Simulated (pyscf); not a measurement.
Structures and frequencies: ωB97X-D3(BJ)/def2-SVP in PySCF.

**Question.** Estimate the classical barrier height and the reaction energy of boric acid (HO–B(OH)–OH) + hydrogen (H₂) → water (H₂O) + HO–BH–OH at B3LYP-D3(BJ)/def2-TZVP. The step runs on the singlet surface, breaks B–O, H–H and forms H–O, B–H; take the separated reactants as zero.

**Answer.** ΔE‡ = 232.9 kJ/mol, ΔE = +107.0 kJ/mol. ωB97M-D3(BJ)/def2-TZVP gives 227.9 kJ/mol and +106.3 kJ/mol. Zero-point energy shifts the barrier by +8.4 kJ/mol. It is a four-centre exchange, with an imaginary mode of 1462i cm⁻¹. The products may also form a dative adduct at HO–BH–OH; it and routes through it were not searched. At the saddle there is also a short B–H contact that neither side keeps. One saddle was located; it need not be the lowest between these sides.
